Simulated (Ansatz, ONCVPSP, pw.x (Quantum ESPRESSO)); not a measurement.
**pw.x on diamond Si: one setting changed**

Potential: optimised norm-conserving Vanderbilt (ONCV), ONCVPSP 4.0.1.1 (patched build), LDA (Perdew-Wang 92); core [Ne], reference 3s1 3p3; waves: 3s: rc 1.90 bohr, ncon 4, nbas 8, qcut 3.3 1/bohr, 3 projectors, debl 3.9 Ha; 3p: rc 2.20 bohr, ncon 4, nbas 8, qcut 3.6 1/bohr, 3 projectors, debl 3.1 Ha; d scattering state at 0.12 Ha: rc 2.35 bohr, ncon 3, nbas 6, qcut 4.6 1/bohr, 3 projectors, debl 0.9 Ha; local part: polynomial inside 1.25 bohr (lpopt 2, dvloc0 0 Ha); core correction: polynomial model core, fcfact 0.6.

The reference run (k-mesh 9³, cutoffs 100/400 Ry, Fermi–Dirac 0.01 Ry, mixing_beta 0.4, conv_thr 1e-9, no spin) gives -0.45 GPa at 19.694 Å³/atom, where all-electron LAPW gives -0.03 GPa. This run, with its own iteration cap, changes k-mesh points per axis to 2.

```
&control
  calculation='scf', prefix='x', pseudo_dir='./', outdir='./tmp', tstress=.true., disk_io='none'
/
&system
  ibrav=0, nat=2, ntyp=1, ecutwfc=100, ecutrho=400, nbnd=11,
  occupations='smearing', smearing='fd', degauss=0.01
/
&electrons
  conv_thr=1e-09, mixing_beta=0.4, electron_maxstep=50
/
ATOMIC_SPECIES
Si 1.0 Si.UPF
CELL_PARAMETERS angstrom
  0.00000000 2.70050288 2.70050288
  2.70050288 0.00000000 2.70050288
  2.70050288 2.70050288 0.00000000
ATOMIC_POSITIONS crystal
Si 0.0000 0.0000 0.0000
Si 0.2500 0.2500 0.2500
K_POINTS automatic
2 2 2 0 0 0
```

```bash
pw.x < Si.scf.in > Si.scf.out
```

Question: How does the run end?

Answer: It converges in 10 iterations; the free energy moves by +1.30 eV/atom and the pressure by +6.42 GPa.

```
Message from routine setup:
     using ibrav=0 with symmetry is DISCOURAGED, use correct ibrav instead
     lattice parameter (alat)  =       7.2170  a.u.
     unit-cell volume          =     265.8034 (a.u.)^3
     number of electrons       =         8.00
     number of Kohn-Sham states=           11
     kinetic-energy cutoff     =     100.0000  Ry
     charge density cutoff     =     400.0000  Ry
     scf convergence threshold =      1.0E-09
     Exchange-correlation= SLA  PW   NOGX NOGC
     number of k points=     3  Fermi-Dirac smearing, width (Ry)=  0.0100
     iteration #  1     ecut=   100.00 Ry     beta= 0.40
     total energy              =     -21.44875756 Ry
     estimated scf accuracy    <       0.17731247 Ry
     iteration #  2     ecut=   100.00 Ry     beta= 0.40
     total energy              =     -21.43457506 Ry
     estimated scf accuracy    <       0.04310482 Ry
     iteration #  3     ecut=   100.00 Ry     beta= 0.40
     total energy              =     -21.44008603 Ry
     estimated scf accuracy    <       0.00143285 Ry
     [... 4 iterations left out ...]
     iteration #  8     ecut=   100.00 Ry     beta= 0.40
     total energy              =     -21.44033956 Ry
     estimated scf accuracy    <          9.8E-09 Ry
     iteration #  9     ecut=   100.00 Ry     beta= 0.40
     total energy              =     -21.44033957 Ry
     estimated scf accuracy    <          6.3E-09 Ry
     iteration # 10     ecut=   100.00 Ry     beta= 0.40
     the Fermi energy is     6.5619 ev
!    total energy              =     -21.44033957 Ry
     estimated scf accuracy    <          1.6E-11 Ry
     smearing contrib. (-TS)   =      -0.00935030 Ry
     The total energy is F=E-TS. E is the sum of the following terms:
     one-electron contribution =       5.30857896 Ry
     hartree contribution      =       1.18899252 Ry
     xc contribution           =     -11.03943519 Ry
     ewald contribution        =     -16.88912557 Ry
     convergence has been achieved in  10 iterations
          total   stress  (Ry/bohr**3)                   (kbar)     P=       59.64
     Message from routine punch:
     Nothing written, as per user request (disk_io='none')
```

The run took about 5.8 s on one core of a shared host (Neoverse-N1, 64 threads, 124 GiB, load 61).
